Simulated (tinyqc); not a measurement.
Worked calculation: ROHF in the sto-3g basis, for BH, spin multiplicity 3. This run ends on a higher stationary point, not on the lowest solution. Computed by tinyqc, a small Python program that keeps every step (integrals from PySCF). Settings: charge = 0, multiplicity = 3, basis = sto-3g, energy threshold = 1e-10, iteration cap = 90, orthogonalisation = symmetric, start = Wolfsberg-Helmholz matrix, DIIS depth = 8, DIIS from iteration = 2, method = ROHF. Command: `OMP_NUM_THREADS=1 python tinyqc.py 23854 23855 out.jsonl` (the two numbers bound the seeds that draw the settings). One thread of a shared host (Intel(R) Xeon(R) Processor @ 2.60GHz), about 0.08 s of CPU time with the checks.

Geometry (angstrom):
```
atom        x        y        z
B     0.00000  0.00000  0.00000
H     0.00000  0.00000  2.10600
```

Stop when the energy changes by less than 1e-10 hartree and every element of the error matrix X^T (F D S - S D F) X is below 3e-06.

Course of the cycle:
```
iteration  E (hartree)     change  largest element of the error matrix
1          -23.7144860          -                             4.78e-01
2          -24.2912744  -5.77e-01                             1.21e-01
3          -24.3333037  -4.20e-02                             2.12e-01
4          -24.5698564  -2.37e-01                             7.74e-02
5          -24.5794432  -9.59e-03                             4.70e-02
6          -24.5847209  -5.28e-03                             6.54e-03
7          -24.5848201  -9.92e-05                             1.15e-03
8          -24.5848235  -3.36e-06                             3.85e-05
9          -24.5848235  -5.04e-09                             4.64e-05
10         -24.5848235  -4.57e-09                             1.83e-05
11         -24.5848235  -8.40e-10                             1.03e-07
12         -24.5848235  -2.84e-14                             5.34e-08
```

Can the last value be used, and what does the course show?

No, though the log alone does not show it. Converged in 12 iterations. But the solution lies 0.03156 hartree above the reference: it is another stationary point, not the lowest one. Reruns (cap 100 unless said): atomic densities as start, DIIS 8: converged in 15. PySCF ROHF in the same basis = -24.6163785 hartree.
